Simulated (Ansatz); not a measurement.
Start from `SBCl` and change one atom or group to get `BS`.

Ansatz, PBE0-D4/def2-TZVP geometries, multiplicity 1. Each molecule was computed in one conformer, which needn't be the lowest.

```json
{"property": "LUMO energy (PBE0/def2-TZVPP) / eV", "`SBCl`": "-1.30"}
{"property": "HOMO–LUMO gap (PBE/def2-TZVPP) / eV", "`SBCl`": "4.90"}
{"property": "zero-point energy (PBE0-D4/def2-TZVP) / kJ/mol", "`SBCl`": "62.4"}
{"property": "LUMO energy (ωB97M-V/def2-TZVPP) / eV", "`SBCl`": "0.74"}
{"property": "size of the dipole moment (ωB97M-V/def2-TZVPP) / D", "`SBCl`": "1.52"}
{"property": "HOMO–LUMO gap (PBE0/def2-TZVPP) / eV", "`SBCl`": "7.02"}
```

Q: What does the change do to each property? (Estimate.)

A: Computed: 
| property | `BS` | shift |
| --- | --- | --- |
| LUMO energy (PBE0/def2-TZVPP) / eV | -1.31 | -0.01 |
| HOMO–LUMO gap (PBE/def2-TZVPP) / eV | 5.07 | 0.17 |
| zero-point energy (PBE0-D4/def2-TZVP) / kJ/mol | 79.5 | 17.1 |
| LUMO energy (ωB97M-V/def2-TZVPP) / eV | 0.66 | -0.08 |
| size of the dipole moment (ωB97M-V/def2-TZVPP) / D | 0.88 | -0.64 |
| HOMO–LUMO gap (PBE0/def2-TZVPP) / eV | 7.17 | 0.15 |

Dipoles are sizes alone; their direction can turn.
